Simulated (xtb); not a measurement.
xtb input:

```bash
xtb mol.xyz --gfn 1 --opt tight --chrg 0 --uhf 0
```
mol.xyz:
```
8

C      0.00197616    -0.00690468     0.76306921
C     -0.00197616     0.00690468    -0.76306921
H      0.00893178     1.00657845     1.16924397
H     -0.88080553    -0.51392193     1.15778982
H      0.88088652    -0.52414704     1.15313496
H     -0.00893178    -1.00657845    -1.16924397
H     -0.88088652     0.52414704    -1.15313496
H      0.88080553     0.51392193    -1.15778982
```

Question: Which total energy does the run end on?

Answer: -7.46996 Eh (GFN1-xTB).
